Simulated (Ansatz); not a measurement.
# Al₂H (quartet): RPA-PBE over a scan of the distance Al1–Al2, 6-31G

How well do these functionals follow the top wave-function level for Al₂H (quartet) over a scan of the distance Al1–Al2?

Computed with Ansatz 0.2.0, Gaussian basis. Level: 6-31G, all electrons in the functionals, frozen cores in the correlation of double hybrids and RPA.

To be run: RPA-PBE, at 1.910 Å; 2.099 Å; 2.360 Å; 2.554 Å; 2.870 Å; 3.215 Å; 3.831 Å; 4.282 Å; 5.239 Å; 6.453 Å; 7.967 Å.

20 further runs of the same task are left out: 18 that didn't finish, 2 set aside as unsound or not needed.

**1. The geometry**

The geometry derives from a PBE0/def2-TZVP stationary point (not a proven minimum). One bond is set to the value named and the two fragments are kept rigid.

3 atoms, charge 0, spin multiplicity 4.

Atoms are counted from 1 here; the program's logs count them from 0.

Bond lengths: Al1–Al2 2.360 Å, Al1–H3 1.583 Å. Angles: Al2–Al1–H3 180.0°.

No dispersion term is added.

The geometry shown and the zero of energy belong to the point 2.360 Å. The yardstick, FCI, and other wave-function levels (R restricted, U unrestricted, valence and pair active spaces) come from earlier runs.

**2. RPA-PBE, 1.910 Å**

in.yaml reads:

```yaml
crystal:
  periodic: [false, false, false]
  atoms:
    - {symbol: Al, position_ang: [0.000000, 0.000000, 0.108918]}
    - {symbol: Al, position_ang: [0.000000, 0.000000, -1.801082]}
    - {symbol: H, position_ang: [0.000000, 0.000000, 1.692165]}
basis:
  gaussian: {orbitals: 6-31G}
magnetization: {spin_polarized: true, initial_magnetization: 3}
hamiltonian: {xc: {name: PBE}}
correlation: {method: rpa, electrons: outside_noble_gas}
```

Started as:

```bash
$ ansatz run in.yaml --threads 1 --pin off --events-out ev --progress --plain --max-ram 2393MiB
```

The runs that follow: RPA-PBE, 2.099 Å; RPA-PBE, 2.360 Å; RPA-PBE, 2.554 Å; RPA-PBE, 2.870 Å; RPA-PBE, 3.215 Å; RPA-PBE, 3.831 Å; RPA-PBE, 4.282 Å; RPA-PBE, 5.239 Å; RPA-PBE, 6.453 Å; RPA-PBE, 7.967 Å.

Before running them: what should the planned runs give, taken together? Wanted: span of the FCI curve; largest miss, RPA-PBE.

The runs gave:

| quantity | value |
| --- | --- |
| span of the FCI curve | 2.285 eV |
| largest miss, RPA-PBE | -0.365 eV (4.282 Å) |

RPA-PBE strays by up to 0.365 eV, at 4.282 Å. Functionals and the yardstick converge differently with the basis, so part of each miss in 6-31G is the basis.
